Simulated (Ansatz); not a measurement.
**CH3O (doublet): the correlation ladder, def2-QZVPP**

One table from this session's results is given with a row withheld; the runs are named, their logs left out.

Method: def2-QZVPP, core rule «outside noble gas», up to 2 orbitals frozen; program: Ansatz 0.2.0, Gaussian basis.

To be run: UHF; ROHF; CCSD(T) on UHF.

2 further runs of the same task are left out: 2 set aside as unsound or not needed. Runs told in other sessions of the task aren't counted.

## The system

The geometry is a PBE0/def2-TZVP stationary point (not a proven minimum).

5 atoms, charge 0, spin multiplicity 2.

Atoms are counted from 1 here; the program's logs count them from 0.

Bond lengths: O1–C2 1.356 Å, C2–H3 1.104 Å, C2–H4 1.098 Å, C2–H5 1.104 Å. Angles: O1–C2–H3 108.9°, O1–C2–H4 114.9°, O1–C2–H5 108.9°, H3–C2–H4 110.0°, H3–C2–H5 103.7°, H4–C2–H5 110.0°.

The first run:

in.yaml reads:

```yaml
crystal:
  periodic: [false, false, false]
  atoms:
    - {symbol: O, position_ang: [0.000000, 0.001105, 0.695061]}
    - {symbol: C, position_ang: [0.000000, 0.009438, -0.660775]}
    - {symbol: H, position_ang: [0.868643, -0.569422, -1.021453]}
    - {symbol: H, position_ang: [0.000000, 1.008845, -1.116196]}
    - {symbol: H, position_ang: [-0.868643, -0.569422, -1.021453]}
basis:
  gaussian: {orbitals: "def2-QZVPP.json"}
magnetization: {spin_polarized: true, initial_magnetization: 1}
hamiltonian: {xc: hf}
output: {orbitals: {seedname: orbitals}}
```

Started as:

```console
$ ansatz run in.yaml --threads 1 --pin off --events-out ev --progress --plain --max-ram 2393MiB
```

Steps of the session up to this table: UHF; ROHF; CCSD(T) on UHF.

One of the session's tables, all rows but one given; the rest of the session is left out.

| method | from UCCSD(T) (kcal/mol) |
| --- | --- |
| ROHF | ? |
| UHF | +272.69 |
| UMP2 | +24.34 |
| UCCSD | +9.07 |
| UCCSD(T) | 0 |

**Question.** Estimate the row for ROHF.

As computed: from UCCSD(T) (kcal/mol): +276.39. In the column «from UCCSD(T) (kcal/mol)» it is the highest.
